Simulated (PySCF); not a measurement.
## LiF: one state, many levels of theory

State: ¹Σ⁺ (singlet), closed shell. Set-up: Li x2c-TZVPPall, F x2c-TZVPPall; spin-free X2C with a Gaussian nucleus (PySCF 2.14). De refers to Li + F in their high-spin ground configurations, without counterpoise correction. A positive dipole means Li(−)F(+).

```
      Level  Re (Å)  ωe (cm⁻¹)  De (eV)  μ (D)  CPU s a point (SCF and correlation, without the integrals)
        RHF   1.558        941     3.83  -6.47                                                       0.058
    RHF-MP2   1.577        904     5.93    n/a                                                       0.089
RHF-SCS-MP2   1.577        905     5.77    n/a                                                         n/a
   RHF-CCSD   1.570        917     5.54    n/a                                                         n/a
RHF-CCSD(T)   1.572        912     5.64    n/a                                                         1.1
        PBE   1.577        898     5.92  -6.03                                                        0.39
       BP86   1.582        888     5.95  -6.12                                                        0.28
       TPSS   1.574        902     5.79  -6.09                                                        0.66
     r²SCAN   1.575        908     5.74  -6.24                                                        0.62
    r²SCANh   1.571        916     5.65  -6.26                                                        0.68
       PBE0   1.565        922     5.61  -6.18                                                        0.74
       MN15   1.579        896     6.07  -6.33                                                        0.73
    ωB97M-V   1.571        913     5.90  -6.18                                                         3.5
```

Q: Which functional lies closest to RHF-CCSD(T) in De, which farthest, and by how much do they differ from it?

A: Closest is r²SCANh (-0.1 pm in Re, +0.4 % in ωe, +0.01 eV in De against RHF-CCSD(T) in the same basis), farthest MN15 (+0.7 pm in Re, -1.8 % in ωe, +0.43 eV in De). CCSD(T) converges more slowly with the basis than the functionals do and binds too weakly in this one, so the order can change at the basis-set limit.

Q: What does a quarter of exact exchange do here, going from PBE to PBE0?

A: PBE0 less PBE: -1.2 pm in Re, +2.7 % in ωe, -0.31 eV in De. Exact exchange removes part of the self-interaction that spreads semilocal densities, and in most molecules shortens and stiffens the bond and lowers De; so it does here.

Q: What does second-order correlation do here, going from RHF to RHF-MP2?

A: RHF-MP2 less RHF: +1.9 pm in Re, -3.9 % in ωe, +2.10 eV in De. Correlation nearly always deepens the well. The bond lengthens, as in strong covalent bonds, where excitations into antibonding orbitals dominate.

Correlated steps freeze 1 core orbital. Where the molecule has an RHF reference, its open-shell atoms are computed with UHF.

The whole job (state search and all levels along the bond) took about 1.9 min on 1 thread of Arm Neoverse V1 (shared host), peak memory 0.75 GiB.
